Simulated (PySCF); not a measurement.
## Löwdin shares of the frontier orbitals

Species: methanimine, CH₃N.
Z-matrix (Å and degrees, GFN2-xTB geometry), rows numbered from 1:
```
C 
N   1  1.2485
H   1  1.0957  2  126.58
H   1  1.0834  2  117.68  3   179.98
H   2  1.0199  1  115.64  3     0.00
```

Method: TDDFT CAM-B3LYP/def2-SVPD, vertical, gas phase, core orbitals frozen in the response (PySCF).

Frontier orbitals with the atoms that hold most of them (Löwdin shares over 4%, at most four atoms; ? is withheld):

```json
{"orbital": "LUMO+2", "ε (eV)": "2.62", "atoms": "H5 42%, H4 22%, N2 17%, H3 13%"}
{"orbital": "LUMO+1", "ε (eV)": "1.59", "atoms": "C1 53%, H3 18%, H5 10%, H4 10%"}
{"orbital": "LUMO", "ε (eV)": "?", "atoms": "C1 41%, N2 38%, H3 9%, H4 8%"}
{"orbital": "HOMO", "ε (eV)": "-9.07", "atoms": "?"}
{"orbital": "HOMO-1", "ε (eV)": "-11.15", "atoms": "?"}
{"orbital": "HOMO-2", "ε (eV)": "-13.85", "atoms": "C1 39%, N2 30%, H4 20%, H5 6%"}
{"orbital": "HOMO-3", "ε (eV)": "-15.85", "atoms": "C1 38%, N2 30%, H3 20%, H5 10%"}
```

Give the leading atoms of the HOMO.

N2 (bonded to C and H) 62%; C1 (bonded to N and 2 H) 18%; H5 (bonded to N) 8%; H3 (bonded to C) 7%. By element: nitrogen 62%, carbon 18%, hydrogen 15% or more.

Which atoms hold the HOMO-1, and with what shares?

N2 (bonded to C and H) 51%; C1 (bonded to N and 2 H) 38%; H5 (bonded to N) 5%.

What is the LUMO energy, and the HOMO–LUMO gap?

ε(LUMO) = 0.75 eV; the gap is 9.82 eV (0.3609 hartree).

The HOMO–LUMO gap is 9.82 eV. Where does the response calculation put the lowest singlet, and from which orbitals?

S1 is at 5.02 eV (f = 0.0021), 4.80 eV below the gap, made of HOMO→LUMO (99%). Without the coupling terms of the response equations the lowest excitation would equal the gap.

One configuration dominates each of S1, S2, S4, S5 and S7. Which, and how do the shares of the two leading atoms of either orbital change from the occupied to the empty one?

- S1 (5.02 eV, f 0.0021), HOMO→LUMO (99%): N2 62% → 38%, C1 18% → 41%
- S2 (7.24 eV, f 0.0040), HOMO→LUMO+1 (88%): N2 62% → at most 9%, C1 18% → 53%, H3 7% → 18%
- S4 (8.92 eV, f 0.220), HOMO-1→LUMO (91%): N2 51% → 38%, C1 38% → 41%
- S5 (9.19 eV, f 0.051), HOMO-1→LUMO+1 (90%): N2 51% → at most 9%, C1 38% → 53%, H3 at most 4% → 18%
- S7 (9.58 eV, f 0.0001), HOMO-2→LUMO (96%): C1 39% → 41%, N2 30% → 38%

On one thread of an Arm Neoverse V1, no GPU, shared host, this took 2.0 s wall.
